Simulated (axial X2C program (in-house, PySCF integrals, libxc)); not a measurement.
# Worked dissociation energy of MgCl: CCSD, spin-free

Computed with an in-house relativistic program for diatomic molecules. Spin-free means the one-electron spin-free X2C Hamiltonian. Basis: Cl dyall-av3z [9s8p3d2f], Mg dyall-cv3z [9s8p6d3f] (cores contracted in-house); Gaussian nuclei, density fitting, unrestricted open shells. Masses: Cl 34.969 u, Mg 23.985 u.

Molecular state: M_S = 1/2, Λ = 0 (beyond evenly filled blocks: σα).

Correlated methods: 9 electrons correlated (number of frozen shells: Cl 2 s, 1 p; Mg 2 s, 1 p), 241 virtual spin orbitals or spinors in MP2, 89 natural virtuals in coupled cluster.

- E(Cl) (2M_S = 1, M_L = 0): -461.089754 hartree
- E(Mg) (2M_S = 0, M_L = 0): -199.955632 hartree
- E(MgCl) at Re: -661.160990 hartree
- ωe: 460.3 cm⁻¹
- ωexe: 1.97 cm⁻¹

Problem. Work out De and D0.

Solution. De = -461.089754 + (-199.955632) − (-661.160990) = 0.11560 hartree = 3.146 eV. The zero-point energy is ωe/2 − ωexe/4 = 230 cm⁻¹ = 0.028 eV, so D0 = 3.117 eV.

Occupations by symmetry block were frozen at the best pattern of an incomplete PBE0 search. De is counted from the lowest determinant-based energies of the atoms at the same level, without counterpoise correction. CCSD ran in a truncated set of natural virtual spinors with an MP2 remainder; without triples it tends to underbind.

Each atomic determinant is the lowest at this level and need not be a pure term. Totals compare only within one Hamiltonian and basis.
